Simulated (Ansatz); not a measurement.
Input file:

```yaml
crystal:
  periodic: [false, false, false]
  atoms:
    - {symbol: B, position_ang: [0.084376, 0.005225, 0.110087]}
    - {symbol: B, position_ang: [-0.080498, 0.013599, -1.401031]}
    - {symbol: H, position_ang: [-0.003878, -0.018825, 1.290944]}
basis:
  gaussian: {orbitals: 6-31G}
magnetization: {spin_polarized: true, initial_magnetization: 1}
correlation: {method: ccsdtq, electrons: outside_noble_gas}
```

```sh
$ ansatz run in.yaml --threads 1 --pin off --events-out ev --progress --plain --max-ram 2393MiB
```

(1) Roughly how long does this take on 1 thread of Arm Neoverse V2, shared host, and how much host memory?

```
436 factors; integrals over basis functions are off by at most 1.6e-7 eV
mean field evaluation 1: about -1351.3337 eV, gradient 7.6e0 eV
mean field evaluation 2: about -1351.3358 eV, gradient 7.6e0 eV
mean field evaluation 4: about -1352.0958 eV, gradient 1.1e0 eV
mean field evaluation 8: about -1352.1427 eV, gradient 2.8e-1 eV
mean field evaluation 16: about -1353.5709 eV, gradient 6.9e-2 eV
mean field evaluation 32: about -1353.5704 eV, gradient 1.6e-3 eV
mean field evaluation 64: about -1351.9795 eV, gradient 2.6e0 eV
mean field evaluation 96: about -1353.4489 eV, gradient 1.3e-2 eV
mean field evaluation 128: about -1352.4478 eV, gradient 2.5e-5 eV
mean field evaluation 160: about -1353.3404 eV, gradient 1.1e0 eV
...
cycle  21  -3.32522068 eV  change   -7.0e-5 eV  update   6.9e-5
cycle  22  -3.32521789 eV  change    2.8e-6 eV  update   4.5e-5
cycle  23  -3.32520963 eV  change    8.3e-6 eV  update   2.4e-5
cycle  24  -3.32520553 eV  change    4.1e-6 eV  update   1.6e-5
cycle  25  -3.32520998 eV  change   -4.5e-6 eV  update   9.1e-6
cycle  26  -3.32521308 eV  change   -3.1e-6 eV  update   5.2e-6
cycle  27  -3.32521515 eV  change   -2.1e-6 eV  update   2.9e-6
cycle  28  -3.32521625 eV  change   -1.1e-6 eV  update   1.6e-6
cycle  29  -3.32521601 eV  change    2.4e-7 eV  update   1.2e-6
cycle  30  -3.32521623 eV  change   -2.2e-7 eV  update   7.7e-7
WARN: the amplitudes ended 0.633 eV above the screening CCSD of this reference; a lower solution may exist
WARN: these amplitudes may be one of several solutions (largest doubles amplitude 0.85, level shift 0.00 eV)
Total energy: -1355.66171396 eV, -49.8196490874 hartree
```

For the same geometry and basis full CI lies 0.8 meV lower.

Answers

(1) 59 s wall and 0.17 GiB.
